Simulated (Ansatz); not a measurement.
**How far each method lies from RCCSDT(Q) for Cl–B–PH, singlet**

Geometry: displaced at random from a stationary point.

```yaml
atoms:
  - { symbol: Cl, position_ang: [0.0023, -0.2826, 1.9598] }
  - { symbol: B, position_ang: [0.0015, -0.3685, 0.2587] }
  - { symbol: P, position_ang: [0.0495, -0.2871, -1.4901] }
  - { symbol: H, position_ang: [-0.0533, 0.9382, -0.7284] }
```

Basis cc-pVDZ; Ansatz 0.2.0. Correlated methods freeze the noble-gas cores, which leaves 16 electrons in 44 orbitals. R marks a restricted (for open shells ROHF) determinant.

Full CI isn't at hand for all of this; RCCSDT(Q) serves as the reference, and is uncertain by about the last step of the cluster series.

```
UHF ⟨S²⟩                          : 0.000
T1 diagnostic (RCCSD)             : 0.0166
largest doubles amplitude (RCCSD) : 0.103
```

```csv
level,E − E(RCCSDT(Q)) (kJ/mol),share of correlation (%),wall time
RHF,1002.7,0.00,–
RMP2,122.3,87.80,–
CISD,156.5,84.39,2.4 s
RCCSD,44.3,95.58,–
RCCSD(T),5.5,99.45,2.7 s
BCCD(T),5.3,99.47,1.2 s
RCCSDT,2.9,99.71,–
```

The correlation energy at RCCSDT(Q), counted from RHF, is -10.392 eV. That run took 46 s on 1 thread of Arm Neoverse V1, shared host.

Times hold each run's SCF and search for its determinant on a shared host, so for small cases they say little of a method's own cost; they ran on 1 thread of Arm Neoverse V1.
